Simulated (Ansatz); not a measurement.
# bcc V

The numbers are results of LDA (PAW; Ansatz, an electronic-structure program), not measurements.

Numerical settings: plane-wave cutoff 500 eV, 4×4×4 k mesh, Fermi–Dirac smearing 0.1 eV, cell of 54 sites, scalar-relativistic PAW data made under PBE.

Cell: relaxed at this level.

```yaml
vacancy_formation_energy: 2.69 eV
vacancy_formation_energy_before_relaxation: 3.05 eV
```

Measured, for comparison: vacancy formation energy 2.15 ± 0.05 eV (midpoint of the printed range, monovacancy, our sources range from 2.07 to 2.15; as tabulated in Byggmästar et al. (2020), arXiv:2006.14365). Computed (rounded) less measured: vacancy formation energy +0.54 eV (+0.54 eV to +0.62 eV over the range).

Note: energies are extrapolated to zero smearing, and mesh and cell size move such values by some hundredths of an eV or more.

Static lattice: no zero-point or thermal effects.
